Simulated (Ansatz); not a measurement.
A relaxed structure of MgO. Space group Fm-3m (No. 225), rock salt type. Calculation: r2SCAN (plane waves to 500 eV, PAW, scalar-relativistic; Ansatz, a program for electronic structure).

Space group Fm-3m (No. 225); a = b = c = 4.208 Å, α = β = γ = 90.00°

| atom | site | symmetry | x | y | z |
|---|---|---|---|---|---|
| O | 4a | m-3m | 0.0000 | 0.0000 | 0.0000 |
| Mg | 4b | m-3m | 0.5000 | 0.5000 | 0.5000 |
(The calculation used a cell of 2 atoms; values per cell refer to that cell.)

| Quantity | Value |
|---|---|
| Volume per atom | 9.31 Å³ |
| Density | 3.59 g/cm³ |
| Band gap | 5.68 eV, direct at Γ (no spin-orbit coupling) |
| Shortest distances | Mg–O 2.10 Å; O–O 2.98 Å; Mg–Mg 2.98 Å |
| k-mesh | 13×13×13 |

No spin polarisation in the result.

Measured for MgO: a 4.189 Å (static lattice; corrected from measurement; as listed in Daniel Mejia-Rodriguez, S. B. Trickey, Phys. Rev. B (2018)); gap 8.36 eV (static lattice; corrected from measurement; as listed in Wei Chen et al., Physical Review Materials (2018)). Computed minus measured — a: r2SCAN +0.4 %; gap: r2SCAN -2.68 eV. The computed values are for a static lattice, and a measured gap can be an optical one, lowered by exciton binding.

The run could not lose the symmetry of its start.
